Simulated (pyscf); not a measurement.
`[Cl][In]` [singlet] + `[FH]` → `[F][InH][Cl]` (insertion; singlet surface; F–H broken, F–In, H–In formed). PySCF, gas phase, ωB97X-D3(BJ)/def2-SVP geometries. MP2 and CC: frozen core, UHF for open shells. ΔMP2 is the change of the MP2 total energy from the triple- to the quadruple-zeta basis. Energies in eV from the separated reactants.

```
level                             barrier  reaction energy
--------------------------------  -------  ---------------
ωB97X-D3(BJ)/def2-TZVP               1.92            +0.05
PBE/def2-TZVP                        1.57            +0.29
r²SCAN/def2-TZVP                     1.59            +0.08
B3LYP-D3(BJ)/def2-TZVP               1.92            +0.37
ωB97M-D3(BJ)/def2-TZVP               1.96            +0.18
HF/def2-TZVP                         2.71            +0.23
CCSD(T)/def2-TZVPP + ΔMP2(QZVPP)      [?]              [?]
```

Task: Fill in the missing entries.

Result: 
- CCSD(T)/def2-TZVPP + ΔMP2(QZVPP), barrier: 2.03
- CCSD(T)/def2-TZVPP + ΔMP2(QZVPP), reaction energy: +0.30

This is the saddle that the search found; another between the same sides may lie lower. The CCSD(T) − MP2 part came from Ansatz, without density fitting, on the same reference. The frozen core leaves the outer d or s,p core shells of the metals and heavy elements correlated in the MP2 and CC values, and def2-TZVPP describes them poorly, which can shift differences by a few kcal/mol. Elements past Kr carry the def2 core potentials, without spin-orbit coupling.
